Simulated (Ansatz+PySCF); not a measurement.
The numbers below are computed, except where a source is named.
## PySCF 2.14.0 run

```python
from pyscf import gto, scf, cc

mol = gto.M(atom="""
H 0.000000 0.000000 0.000000
Si 0.829380 1.105850 2.394230
""", basis='6-31g', charge=0, spin=3)
mf = scf.UHF(mol)
mf.kernel()
mycc = cc.CCSD(mf, frozen=5).run()
et = mycc.ccsd_t()
print(mf.e_tot, mycc.e_corr, et, mycc.e_tot + et)
```

The script is written out from the run's settings.

Output:

| Quantity | Value |
| --- | --- |
| Converged | yes |
| Reference energy | -289.32773 hartree |
| CCSD correlation energy | -0.02407 hartree |
| Triples correction | -0.00014 hartree |
| Total energy | -289.35194 hartree |
| Spin squared of the determinant | 3.752 |
